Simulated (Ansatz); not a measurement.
# CH4N2S: up Jacob's ladder to CCSD(T)

An exercise on one series of results from a longer session: the logs are not shown, and one member is left open.

Program: Ansatz 0.2.0, Gaussian basis. Level of theory: functionals in def2-TZVPP, the program's frozen cores in correlated methods. These are calculated values, not measurements.

Levels to be run: LDA (SPW92), PBE-D4, revPBE-D4, BLYP-D4, r2SCAN-D4, B97M-V, PBE0-D4, B3LYP-D4, r2SCANh-D4, r2SCAN0-D4, HSE06-D4, BHLYP-D4, CAM-B3LYP-D4, LC-ωPBE, ωB97X-V, ωB97M-V, B2PLYP, PBE-QIDH; CCSD(T)/def2-SVP; CCSD(T)/def2-TZVPP; MP2/def2-QZVPP; extrapolation to the limit; RPA on PBE.

## The relaxed structure

An earlier PBE0-D4 in a triple-zeta def2 set relaxation fixed the geometry.

SMILES `N=C(N)S`, 8 atoms, charge 0, spin multiplicity 1.

Atoms are counted from 1 here; the program's logs count them from 0.

Bond lengths: N1–C2 1.265 Å, N1–H5 1.014 Å, C2–N3 1.371 Å, C2–S4 1.787 Å, N3–H6 1.010 Å, N3–H7 1.006 Å, S4–H8 1.343 Å. Angles: C2–N1–H5 112.3°, N1–C2–N3 121.8°, N1–C2–S4 123.5°, N3–C2–S4 114.7°, C2–N3–H6 112.9°, C2–N3–H7 116.8°, H6–N3–H7 114.8°, C2–S4–H8 96.8°.

As a file:

```xyz
8
charge 0, multiplicity 1
N    -0.85295    1.26436   -0.41579
C    -0.21836    0.20353   -0.14738
N     0.92823    0.21809    0.60366
S    -0.73050   -1.41682   -0.69866
H    -1.74156    1.07710   -0.86631
H     1.26500    1.15144    0.78970
H     1.64158   -0.44643    0.35579
H    -0.19933   -2.10837    0.32308
```

Set-up of the first run:

Contents of in.yaml:

```yaml
crystal:
  periodic: [false, false, false]
  atoms:
    - {symbol: N, position_ang: [-0.852949, 1.264359, -0.415787]}
    - {symbol: C, position_ang: [-0.218361, 0.203526, -0.147375]}
    - {symbol: N, position_ang: [0.928228, 0.218091, 0.603662]}
    - {symbol: S, position_ang: [-0.730503, -1.416818, -0.698660]}
    - {symbol: H, position_ang: [-1.741563, 1.077099, -0.866312]}
    - {symbol: H, position_ang: [1.264996, 1.151439, 0.789698]}
    - {symbol: H, position_ang: [1.641580, -0.446426, 0.355791]}
    - {symbol: H, position_ang: [-0.199327, -2.108371, 0.323084]}
basis:
  gaussian: {orbitals: def2-TZVPP}
hamiltonian: {xc: lda}
output: {orbitals: {seedname: orbitals}}
```

Run with:

```bash
ansatz run in.yaml --threads 2 --pin off --events-out ev --progress --plain --max-ram 4352MiB
```

Among the steps run: LDA; PBE-D4 (GGA); revPBE-D4 (GGA); BLYP-D4 (GGA); r2SCAN-D4 (meta-GGA); B97M-V (meta-GGA); B3LYP-D4 (hybrid); r2SCANh-D4 (hybrid); r2SCAN0-D4 (hybrid); HSE06-D4 (hybrid); BHLYP-D4 (hybrid); CAM-B3LYP-D4 (range-separated); LC-ωPBE (range-separated); ωB97X-V (range-separated); ωB97M-V (range-separated); B2PLYP (double hybrid); PBE-QIDH (double hybrid).

One table of the session follows, with a row left open; its other results are not shown here.

It belongs to the step «Orbital energies across the functionals». 

```
  functional  HOMO (eV)  gap (eV)
 LDA (SPW92)      -6.10      4.90
      PBE-D4      -5.94      4.94
   revPBE-D4      -5.88      4.97
     BLYP-D4      -5.80      4.88
   r2SCAN-D4      -6.21      5.48
      B97M-V      -6.25      5.50
     PBE0-D4      -7.21      7.18
    B3LYP-D4      -6.98      6.67
  r2SCANh-D4      -6.68      6.31
  r2SCAN0-D4      -7.39      7.54
    HSE06-D4      -6.81      6.40
    BHLYP-D4      -8.34      9.24
CAM-B3LYP-D4          ?         ?
     LC-ωPBE      -9.94     12.22
     ωB97X-V      -9.56     11.68
     ωB97M-V      -9.44     11.30
```

Estimate the missing values for CAM-B3LYP-D4.

As computed: HOMO (eV): -8.56; gap (eV): 9.57. In the column «HOMO (eV)» it lies between ωB97M-V (-9.44) and BHLYP-D4 (-8.34).
